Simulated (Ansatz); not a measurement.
# H3O+ with C2H4: superposition error and deformation, part 2 of 3

Ansatz 0.2.0, Gaussian basis.

### Step 13. CCSD(T)/def2-TZVPPD

The inputs:

a/in.yaml

```yaml
crystal:
  periodic: [false, false, false]
  atoms:
    - {symbol: O, position_ang: [-0.617339, -0.327172, -1.555381]}
    - {symbol: H, position_ang: [-0.220644, -0.116400, -0.563377]}
    - {symbol: H, position_ang: [-0.016061, -0.837562, -2.123124]}
    - {symbol: H, position_ang: [-0.953765, 0.455519, -2.022896]}
basis:
  gaussian: {orbitals: "def2-TZVPPD.json"}
total_charge: 1
correlation: {method: ccsd_t}
```

b/in.yaml

```yaml
crystal:
  periodic: [false, false, false]
  atoms:
    - {symbol: C, position_ang: [0.797267, 0.507145, 0.785876]}
    - {symbol: C, position_ang: [-0.207968, -0.238303, 1.260647]}
    - {symbol: H, position_ang: [1.770300, 0.075076, 0.569822]}
    - {symbol: H, position_ang: [0.702607, 1.584075, 0.678700]}
    - {symbol: H, position_ang: [-1.160563, 0.202767, 1.539198]}
    - {symbol: H, position_ang: [-0.093735, -1.304947, 1.430436]}
basis:
  gaussian: {orbitals: "def2-TZVPPD.json"}
correlation: {method: ccsd_t}
```

The same command starts each run, in its folder.

Command:

```console
> ansatz run in.yaml --threads 4 --pin off --events-out ev --progress --plain --max-ram 9574MiB
```

Log of a, shortened:

```text
Functional definition: HF
  name "HF"
  cite "Fock, Z. Phys. 61, 126 (1930) doi:10.1007/BF01340294"
  parent pbe
[...]
512 factors; integrals over basis functions are off by at most 9.5e-4 eV
[...]
mean field -2077.08418323 eV, -76.3314358354 hartree, gradient 1.3e-6 eV, S^2 0.000000; 0 other end points of the search recorded, 0 dependent functions left out
1 core orbitals not correlated: weight in the atoms' cores, before any rotation towards them, 1.000 or more for the frozen orbitals, at most 0.000 for the correlated occupied ones
reference -2077.08418323 eV, -76.3314358354 hartree; 4, 4 occupied and 86, 86 virtual orbitals, 512 factors
second order -7.04476171 eV of doubles, -0.00000000 eV of singles
cycle   1  -7.11737190 eV  change   -7.3e-2 eV  update   3.8e-2
[...]
cycle   8  -7.26990339 eV  change    1.4e-6 eV  update   9.3e-6
perturbative correction -0.19562176 eV, -0.0071889672 hartree
Total energy: -2084.54970838 eV, -76.6057888245 hartree
```

b printed, shortened:

```text
[... 4 set-up lines as earlier in the session ...]
[...]
807 factors; integrals over basis functions are off by at most 8.4e-4 eV
[...]
mean field -2124.27269442 eV, -78.0655816363 hartree, gradient 2.1e-6 eV, S^2 0.000000; 0 other end points of the search recorded, 0 dependent functions left out; unrestricted orbitals would lower it
[...]
reference -2124.27269442 eV, -78.0655816363 hartree; 6, 6 occupied and 134, 134 virtual orbitals, 807 factors
second order -9.14141865 eV of doubles, -0.00000000 eV of singles
cycle   1  -9.50222336 eV  change   -3.6e-1 eV  update   6.4e-2
[...]
cycle   8  -9.80876374 eV  change   -1.3e-5 eV  update   9.5e-6
perturbative correction -0.41291468 eV, -0.0151743346 hartree
Total energy: -2134.49437285 eV, -78.4412213898 hartree
```

They took 0.6 s (a), 3.8 s (b) on 4 threads of Arm Neoverse V1, shared host; peak memory 0.82 GiB.

### Step 14. Relaxing H3O+ alone

relax-a/in.yaml reads:

```yaml
crystal:
  periodic: [false, false, false]
  atoms:
    - {symbol: O, position_ang: [-0.617339, -0.327172, -1.555381]}
    - {symbol: H, position_ang: [-0.220644, -0.116400, -0.563377]}
    - {symbol: H, position_ang: [-0.016061, -0.837562, -2.123124]}
    - {symbol: H, position_ang: [-0.953765, 0.455519, -2.022896]}
basis:
  gaussian: {orbitals: def2-TZVP}
total_charge: 1
hamiltonian: {xc: pbe0, dispersion: d4}
relax: {f_tol: 0.005, max_steps: 200}
```

Command:

```console
> ansatz run in.yaml --threads 4 --pin off --events-out ev --progress --plain --max-ram 9574MiB
```

Log, shortened:

```text
[... 5 set-up lines as earlier in the session ...]
[...]
283 factors; their error is unknown
[...]
mean field -2085.64483233 eV, -76.6460338873 hartree, gradient 1.2e-5 eV, S^2 0.000000; 0 other end points of the search recorded, 0 dependent functions left out
[...]
Total energy: -2085.88355634 eV, -76.6548068330 hartree
Atom 0 at    -0.608726    -0.322589    -1.533966 Å, force     0.000135     0.000050     0.000582 eV/Å
Atom 1 at    -0.240964    -0.124462    -0.649438 Å, force    -0.000145    -0.000085    -0.000241 eV/Å
Atom 2 at    -0.001077    -0.848414    -2.091778 Å, force    -0.000142     0.000220    -0.000155 eV/Å
Atom 3 at    -0.957042     0.469851    -1.989596 Å, force     0.000152    -0.000185    -0.000186 eV/Å
Dipole moment:     0.239994     0.177861    -0.049342 e Å
```

It took 1 s on 4 threads of Arm Neoverse V1, shared host.

Along the way:

| step | energy from step 1 (eV) | largest force component (eV/Å) |
| --- | --- | --- |
| 1 | 0.0000 | 3.3581 |
| 2 | -0.2087 | 1.2637 |
| 3 | -0.2290 | 0.1965 |
| 4 | -0.2341 | 0.0357 |
| 5 | -0.2343 | 0.0006 |

Distances of close pairs at the start and the end, largest changes first:

| bond | before (Å) | after (Å) | change (Å) |
| --- | --- | --- | --- |
| O1–H2 | 1.089 | 0.978 | -0.111 |
| O1–H4 | 0.972 | 0.978 | +0.006 |
| O1–H3 | 0.972 | 0.978 | +0.006 |

### Step 15. Relaxing C2H4 alone

relax-b/in.yaml reads:

```yaml
crystal:
  periodic: [false, false, false]
  atoms:
    - {symbol: C, position_ang: [0.797267, 0.507145, 0.785876]}
    - {symbol: C, position_ang: [-0.207968, -0.238303, 1.260647]}
    - {symbol: H, position_ang: [1.770300, 0.075076, 0.569822]}
    - {symbol: H, position_ang: [0.702607, 1.584075, 0.678700]}
    - {symbol: H, position_ang: [-1.160563, 0.202767, 1.539198]}
    - {symbol: H, position_ang: [-0.093735, -1.304947, 1.430436]}
basis:
  gaussian: {orbitals: def2-TZVP}
hamiltonian: {xc: pbe0, dispersion: d4}
relax: {f_tol: 0.005, max_steps: 200}
```

Command:

```console
> ansatz run in.yaml --threads 4 --pin off --events-out ev --progress --plain --max-ram 9574MiB
```

Log, shortened:

```text
[... 5 set-up lines as earlier in the session ...]
[...]
536 factors; their error is unknown
[...]
mean field -2136.41202545 eV, -78.5116938231 hartree, gradient 1.1e-5 eV, S^2 0.000000; 0 other end points of the search recorded, 0 dependent functions left out
[...]
Atom 2 at     1.760580     0.072257     0.560382 Å, force     0.000006    -0.000797     0.000363 eV/Å
Atom 3 at     0.696086     1.576785     0.669004 Å, force    -0.000806     0.000193     0.000064 eV/Å
Atom 4 at    -1.157971     0.202988     1.527757 Å, force     0.000089     0.001013     0.000012 eV/Å
Atom 5 at    -0.093432    -1.301494     1.419306 Å, force     0.000825    -0.000334    -0.000420 eV/Å
Dipole moment:    -0.000003    -0.000002    -0.000002 e Å
```

Run time: 2.1 s. Hardware: 4 threads of Arm Neoverse V1, shared host.

Step by step: (the energy doesn't fall at every step)

```
step  energy from step 1 (eV)  largest force component (eV/Å)
   1                   0.0000                          0.6789
   2                   0.0527                          0.8265
   3                  -0.0144                          0.0368
   4                  -0.0145                          0.0010
```

Close pairs (by a distance rule), those that changed most:

```csv
bond,before (Å),after (Å),change (Å)
C1–C2,1.339,1.323,-0.016
C1–H4,1.086,1.085,-0.002
C1–H3,1.086,1.085,-0.002
C2–H6,1.086,1.085,-0.001
C2–H5,1.086,1.085,-0.001
```

### Step 16. PBE-D4/def2-TZVPPD

free-a/in.yaml reads:

```yaml
crystal:
  periodic: [false, false, false]
  atoms:
    - {symbol: O, position_ang: [-0.608726, -0.322589, -1.533966]}
    - {symbol: H, position_ang: [-0.240964, -0.124462, -0.649438]}
    - {symbol: H, position_ang: [-0.001077, -0.848414, -2.091778]}
    - {symbol: H, position_ang: [-0.957042, 0.469851, -1.989596]}
basis:
  gaussian: {orbitals: "def2-TZVPPD.json"}
total_charge: 1
hamiltonian: {xc: pbe, dispersion: d4}
```

free-b/in.yaml reads:

```yaml
crystal:
  periodic: [false, false, false]
  atoms:
    - {symbol: C, position_ang: [0.799439, 0.506723, 0.813377]}
    - {symbol: C, position_ang: [-0.196793, -0.231445, 1.274853]}
    - {symbol: H, position_ang: [1.760580, 0.072257, 0.560382]}
    - {symbol: H, position_ang: [0.696086, 1.576785, 0.669004]}
    - {symbol: H, position_ang: [-1.157971, 0.202988, 1.527757]}
    - {symbol: H, position_ang: [-0.093432, -1.301494, 1.419306]}
basis:
  gaussian: {orbitals: "def2-TZVPPD.json"}
hamiltonian: {xc: pbe, dispersion: d4}
```

One command serves all of them, each in its own folder.

Command:

```console
> ansatz run in.yaml --threads 4 --pin off --events-out ev --progress --plain --max-ram 9574MiB
```

free-a printed, shortened:

```text
[... 4 set-up lines as earlier in the session ...]
[...]
361 factors; their error is unknown
[...]
mean field -2085.90265496 eV, -76.6555086941 hartree, gradient 3.4e-5 eV, S^2 0.000000; 0 other end points of the search recorded, 0 dependent functions left out
reference -2085.90268068 eV, -76.6555096394 hartree; 5, 5 occupied and 86, 86 virtual orbitals, 361 factors
Total energy: -2085.90810678 eV, -76.6557090448 hartree
```

free-b printed, shortened:

```text
[... 4 set-up lines as earlier in the session ...]
[...]
584 factors; their error is unknown
[...]
mean field -2136.14285660 eV, -78.5018020504 hartree, gradient 4.8e-6 eV, S^2 0.000000; 0 other end points of the search recorded, 0 dependent functions left out
reference -2136.14288897 eV, -78.5018032402 hartree; 8, 8 occupied and 134, 134 virtual orbitals, 584 factors
Total energy: -2136.19480767 eV, -78.5037112171 hartree
```

Times: 0.25 s (free-a), 0.55 s (free-b) on 4 threads of Arm Neoverse V1, shared host.

### Step 17. r2SCAN-D4/def2-TZVPPD

The same edit goes into each in.yaml of step 16 (free-a, free-b):

```diff
-hamiltonian: {xc: pbe, dispersion: d4}
+hamiltonian: {xc: r2scan, dispersion: d4}
```

The same command starts each run, in its folder.

Command:

```console
> ansatz run in.yaml --threads 4 --pin off --events-out ev --progress --plain --max-ram 9574MiB
```

free-a printed, shortened:

```text
[... 5 set-up lines as earlier in the session ...]
[...]
361 factors; their error is unknown
[...]
mean field -2087.12546762 eV, -76.7004462306 hartree, gradient 6.2e-5 eV, S^2 0.000000; 0 other end points of the search recorded, 0 dependent functions left out
reference -2087.12547594 eV, -76.7004465363 hartree; 5, 5 occupied and 86, 86 virtual orbitals, 361 factors
Total energy: -2087.12677743 eV, -76.7004943652 hartree
```

Log of free-b, shortened:

```text
[... 5 set-up lines as earlier in the session ...]
[...]
584 factors; their error is unknown
[...]
mean field -2137.79580406 eV, -78.5625467490 hartree, gradient 2.9e-5 eV, S^2 0.000000; 0 other end points of the search recorded, 0 dependent functions left out
reference -2137.79581269 eV, -78.5625470663 hartree; 8, 8 occupied and 134, 134 virtual orbitals, 584 factors
Total energy: -2137.80794517 eV, -78.5629929268 hartree
```

They took 0.6 s (free-a), 1.1 s (free-b) on 4 threads of Arm Neoverse V1, shared host.

### Step 18. PBE0-D4/def2-TZVPPD

The same edit goes into each in.yaml of step 17 (free-a, free-b):

```diff
-hamiltonian: {xc: r2scan, dispersion: d4}
+hamiltonian: {xc: pbe0, dispersion: d4}
+output: {orbitals: {seedname: orbitals}}
```

Each run has its own folder and the same command.

Command:

```console
> ansatz run in.yaml --threads 4 --pin off --events-out ev --progress --plain --max-ram 9574MiB
```

free-a printed, shortened:

```text
[... 5 set-up lines as earlier in the session ...]
[...]
361 factors; their error is unknown
[...]
mean field -2085.99198604 eV, -76.6587915507 hartree, gradient 2.2e-5 eV, S^2 0.000000; 0 other end points of the search recorded, 0 dependent functions left out
reference -2085.99200399 eV, -76.6587922105 hartree; 5, 5 occupied and 86, 86 virtual orbitals, 361 factors
Total energy: -2085.99634708 eV, -76.6589518161 hartree
```

Output in free-b, shortened:

```text
[... 5 set-up lines as earlier in the session ...]
[...]
584 factors; their error is unknown
[...]
mean field -2136.46643329 eV, -78.5136932743 hartree, gradient 2.3e-5 eV, S^2 0.000000; 0 other end points of the search recorded, 0 dependent functions left out
reference -2136.46645516 eV, -78.5136940782 hartree; 8, 8 occupied and 134, 134 virtual orbitals, 584 factors
Total energy: -2136.50864005 eV, -78.5152443441 hartree
```

Wall times: 0.25 s (free-a), 0.55 s (free-b) on 4 threads of Arm Neoverse V1, shared host.

### Step 19. B3LYP-D4/def2-TZVPPD

The same edit goes into each in.yaml of step 18 (free-a, free-b):

```diff
-hamiltonian: {xc: pbe0, dispersion: d4}
-output: {orbitals: {seedname: orbitals}}
+hamiltonian: {xc: {name: B3LYP}, dispersion: d4}
```

Each run has its own folder and the same command.

Command:

```console
> ansatz run in.yaml --threads 4 --pin off --events-out ev --progress --plain --max-ram 9574MiB
```

free-a printed, shortened:

```text
[... 6 set-up lines as earlier in the session ...]
[...]
361 factors; their error is unknown
[...]
mean field -2088.25579477 eV, -76.7419849873 hartree, gradient 2.6e-5 eV, S^2 0.000000; 0 other end points of the search recorded, 0 dependent functions left out
reference -2088.25593170 eV, -76.7419900194 hartree; 5, 5 occupied and 86, 86 virtual orbitals, 361 factors
Total energy: -2088.26452499 eV, -76.7423058167 hartree
```

free-b printed, shortened:

```text
[... 6 set-up lines as earlier in the session ...]
[...]
584 factors; their error is unknown
[...]
mean field -2139.50856085 eV, -78.6254894002 hartree, gradient 1.1e-5 eV, S^2 0.000000; 0 other end points of the search recorded, 0 dependent functions left out
reference -2139.50876205 eV, -78.6254967942 hartree; 8, 8 occupied and 134, 134 virtual orbitals, 584 factors
Total energy: -2139.59219112 eV, -78.6285627561 hartree
```

Times: 0.35 s (free-a), 0.7 s (free-b) on 4 threads of Arm Neoverse V1, shared host.

### Step 20. wB97X-V/def2-TZVPPD

The same edit goes into each in.yaml of step 19 (free-a, free-b):

```diff
-hamiltonian: {xc: {name: B3LYP}, dispersion: d4}
+hamiltonian: {xc: {name: wB97X-V}}
```

The same command starts each run, in its folder.

Command:

```console
> ansatz run in.yaml --threads 4 --pin off --events-out ev --progress --plain --max-ram 9574MiB
```

free-a printed, shortened:

```text
[... 5 set-up lines as earlier in the session ...]
[...]
      + integral(e_c_pw_opposite_spin*poly(b97_u_opposite, cos0, cos1)) + vv10(b, c)
361 factors; their error is unknown
130 factors; integrals over basis functions are off by at most 2.0e-5 eV
[...]
mean field -2087.43186344 eV, -76.7117060695 hartree, gradient 5.2e-5 eV, S^2 0.000000; 0 other end points of the search recorded, 0 dependent functions left out
reference -2087.43186225 eV, -76.7117060255 hartree; 5, 5 occupied and 86, 86 virtual orbitals, 361 factors
Total energy: -2087.43186225 eV, -76.7117060255 hartree
```

Log of free-b, shortened:

```text
[... 5 set-up lines as earlier in the session ...]
[...]
      + integral(e_c_pw_opposite_spin*poly(b97_u_opposite, cos0, cos1)) + vv10(b, c)
584 factors; their error is unknown
198 factors; integrals over basis functions are off by at most 1.9e-5 eV
[...]
mean field -2138.54597220 eV, -78.5901149199 hartree, gradient 1.3e-5 eV, S^2 0.000000; 0 other end points of the search recorded, 0 dependent functions left out
reference -2138.54597073 eV, -78.5901148657 hartree; 8, 8 occupied and 134, 134 virtual orbitals, 584 factors
Total energy: -2138.54597073 eV, -78.5901148657 hartree
```

Times: 0.7 s (free-a), 1.6 s (free-b) on 4 threads of Arm Neoverse V1, shared host.

### Step 21. wB97M-V/def2-TZVPPD

The same edit goes into each in.yaml of step 20 (free-a, free-b):

```diff
-hamiltonian: {xc: {name: wB97X-V}}
+hamiltonian: {xc: {name: wB97M-V}}
```

Each run has its own folder and the same command.

Command:

```console
> ansatz run in.yaml --threads 4 --pin off --events-out ev --progress --plain --max-ram 9574MiB
```

Log of free-a, shortened:

```text
[... 5 set-up lines as earlier in the session ...]
  # Of w^i u^j: cxij and so on, Table III.
[...]
  gx(w, u) = 1 - cx + cx01*u + cx10*w
[...]
      + integral(e_c_pw_mod_opposite_spin*gos(b97_w_opposite, b97_u_opposite)) + vv10(b, c)
361 factors; their error is unknown
130 factors; integrals over basis functions are off by at most 2.0e-5 eV
[...]
mean field -2087.30737312 eV, -76.7071311345 hartree, gradient 6.0e-5 eV, S^2 0.000000; 0 other end points of the search recorded, 0 dependent functions left out
reference -2087.30740355 eV, -76.7071322525 hartree; 5, 5 occupied and 86, 86 virtual orbitals, 361 factors
Total energy: -2087.30740355 eV, -76.7071322525 hartree
```

Output in free-b, shortened:

```text
[... 5 set-up lines as earlier in the session ...]
  # Of w^i u^j: cxij and so on, Table III.
[...]
  gx(w, u) = 1 - cx + cx01*u + cx10*w
[...]
      + integral(e_c_pw_mod_opposite_spin*gos(b97_w_opposite, b97_u_opposite)) + vv10(b, c)
584 factors; their error is unknown
198 factors; integrals over basis functions are off by at most 1.9e-5 eV
[...]
mean field -2137.95047517 eV, -78.5682308074 hartree, gradient 1.0e-5 eV, S^2 0.000000; 0 other end points of the search recorded, 0 dependent functions left out
reference -2137.95051386 eV, -78.5682322295 hartree; 8, 8 occupied and 134, 134 virtual orbitals, 584 factors
Total energy: -2137.95051386 eV, -78.5682322295 hartree
```

Times: 0.7 s (free-a), 1.9 s (free-b) on 4 threads of Arm Neoverse V1, shared host.

### Step 22. B2PLYP/def2-TZVPPD

The same edit goes into each in.yaml of step 21 (free-a, free-b):

```diff
-hamiltonian: {xc: {name: wB97M-V}}
+hamiltonian: {xc: {name: B2PLYP}}
```

One command serves all of them, each in its own folder.

Command:

```console
> ansatz run in.yaml --threads 4 --pin off --events-out ev --progress --plain --max-ram 9574MiB
```

free-a printed, shortened:

```text
[... 5 set-up lines as earlier in the session ...]
[...]
512 factors; integrals over basis functions are off by at most 9.1e-4 eV
[...]
mean field -2084.58789458 eV, -76.6071921412 hartree, gradient 1.3e-6 eV, S^2 0.000000; 0 other end points of the search recorded, 0 dependent functions left out
1 core orbitals not correlated: weight in the atoms' cores, before any rotation towards them, 1.000 or more for the frozen orbitals, at most 0.000 for the correlated occupied ones
reference -2084.58797661 eV, -76.6071951561 hartree; 4, 4 occupied and 86, 86 virtual orbitals, 512 factors
second order -8.18440973 eV of doubles, -0.00000000 eV of singles
Total energy: -2086.79776724 eV, -76.6884034638 hartree
```

Output in free-b, shortened:

```text
[... 5 set-up lines as earlier in the session ...]
[...]
807 factors; integrals over basis functions are off by at most 7.9e-4 eV
[...]
mean field -2134.22220517 eV, -78.4312194124 hartree, gradient 7.3e-7 eV, S^2 0.000000; 0 other end points of the search recorded, 0 dependent functions left out
2 core orbitals not correlated: weight in the atoms' cores, before any rotation towards them, 1.000 or more for the frozen orbitals, at most 0.000 for the correlated occupied ones
reference -2134.22232467 eV, -78.4312238037 hartree; 6, 6 occupied and 134, 134 virtual orbitals, 807 factors
second order -11.09779775 eV of doubles, -0.00000000 eV of singles
Total energy: -2137.21873006 eV, -78.5413396709 hartree
```

They took 0.45 s (free-a), 1.1 s (free-b) on 4 threads of Arm Neoverse V1, shared host.

### Step 23. BLYP-D4/def2-TZVPPD

The same edit goes into each in.yaml of step 22 (free-a, free-b):

```diff
-hamiltonian: {xc: {name: B2PLYP}}
+hamiltonian: {xc: {name: BLYP}, dispersion: d4}
```

One command serves all of them, each in its own folder.

Command:

```console
> ansatz run in.yaml --threads 4 --pin off --events-out ev --progress --plain --max-ram 9574MiB
```

free-a printed, shortened:

```text
[... 4 set-up lines as earlier in the session ...]
[...]
361 factors; their error is unknown
[...]
mean field -2087.71151871 eV, -76.7219832111 hartree, gradient 6.8e-5 eV, S^2 0.000000; 0 other end points of the search recorded, 0 dependent functions left out
reference -2087.71170996 eV, -76.7219902391 hartree; 5, 5 occupied and 86, 86 virtual orbitals, 361 factors
Total energy: -2087.72481344 eV, -76.7224717830 hartree
```

Log of free-b, shortened:

```text
[... 4 set-up lines as earlier in the session ...]
[...]
584 factors; their error is unknown
[...]
mean field -2138.20123499 eV, -78.5774460609 hartree, gradient 1.7e-5 eV, S^2 0.000000; 0 other end points of the search recorded, 0 dependent functions left out
reference -2138.20152245 eV, -78.5774566250 hartree; 8, 8 occupied and 134, 134 virtual orbitals, 584 factors
Total energy: -2138.32388362 eV, -78.5819533151 hartree
```

They took 0.3 s (free-a), 0.65 s (free-b) on 4 threads of Arm Neoverse V1, shared host.

### Step 24. revPBE-D4/def2-TZVPPD

The same edit goes into each in.yaml of step 23 (free-a, free-b):

```diff
-hamiltonian: {xc: {name: BLYP}, dispersion: d4}
+hamiltonian: {xc: {name: revPBE}, dispersion: d4}
```

The same command starts each run, in its folder.

Command:

```console
> ansatz run in.yaml --threads 4 --pin off --events-out ev --progress --plain --max-ram 9574MiB
```

free-a printed, shortened:

```text
[... 4 set-up lines as earlier in the session ...]
[...]
361 factors; their error is unknown
[...]
mean field -2087.59170291 eV, -76.7175800616 hartree, gradient 4.1e-5 eV, S^2 0.000000; 0 other end points of the search recorded, 0 dependent functions left out
reference -2087.59173414 eV, -76.7175812091 hartree; 5, 5 occupied and 86, 86 virtual orbitals, 361 factors
Total energy: -2087.61808675 eV, -76.7185496496 hartree
```

free-b printed, shortened:

```text
[... 4 set-up lines as earlier in the session ...]
[...]
584 factors; their error is unknown
[...]
mean field -2138.67499985 eV, -78.5948565987 hartree, gradient 6.0e-6 eV, S^2 0.000000; 0 other end points of the search recorded, 0 dependent functions left out
reference -2138.67504127 eV, -78.5948581205 hartree; 8, 8 occupied and 134, 134 virtual orbitals, 584 factors
Total energy: -2138.88639428 eV, -78.6026252004 hartree
```

Wall times: 0.25 s (free-a), 0.55 s (free-b) on 4 threads of Arm Neoverse V1, shared host.

(Continued in part 3 of 3.)
